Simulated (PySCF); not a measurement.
Oxygen: a sound run and one with changed settings

Sound run: O [He] 2s2 2p4, O⁺ [He] 2s2 2p3. All numbers are calculated (PySCF 2.14, the non-relativistic Hamiltonian (point nucleus), in 6-31G*). In the sound run the correlated levels freeze 1s2. The sound run starts from symmetry-adapted Hartree-Fock orbitals and uses a fine grid where one is needed.

Changed run: a valence shell is frozen. This setting is unsound on purpose.

```tsv
species	method	sound run (hartree)	changed run (hartree)	converged
O	MP2	-74.87816	-74.82943	yes
O	CCSD(T)	-74.89475	-74.83727	yes
O⁺	MP2	-74.40172	-74.35489	yes
O⁺	CCSD(T)	-74.41769	-74.35799	yes
```

Ionisation energy of O:

```json
{"method": "UHF", "sound run (eV)": "12.030", "changed run (eV)": "12.030"}
{"method": "MP2", "sound run (eV)": "12.965", "changed run (eV)": "12.913"}
{"method": "SCS-MP2", "sound run (eV)": "12.965", "changed run (eV)": "13.005"}
{"method": "CCSD", "sound run (eV)": "12.973", "changed run (eV)": "13.037"}
{"method": "CCSD(T)", "sound run (eV)": "12.981", "changed run (eV)": "13.042"}
```

Freezing a valence shell removes pair correlation that changes on ionisation.

For comparison, NIST gives 13.618 eV between the lowest levels.
